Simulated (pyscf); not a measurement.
This saddle point was located with ωB97X-D3(BJ)/def2-SVP in PySCF.

```
C
H 1 1.0994
H 1 1.0994 2 110.00
H 1 1.0998 2 108.36 3 118.28
S 1 1.8114 2 111.77 4 116.93
H 5 1.4012 1 96.17 2 61.99
H 6 1.2854 5 169.63 1 -0.29
```
Charge 0, spin multiplicity 2.

Surface: doublet, charge 0. Lowest wavenumbers (cm⁻¹): 860i, 136, 210, 388, 753.

Problem. What reaction is this the transition state of?

Solution. H₃C–SH + H• ⇌ H₃C–S• + H₂, a hydrogen abstraction read from left to right: H–S broken and H–H formed. At ωB97M-D3(BJ)/def2-TZVP it lies +0.14 eV from the left side and +0.86 eV from the right (each side as separated species at their lowest minima found). One saddle was located; it need not be the lowest between these sides. The angle at the transferred H is 170°.
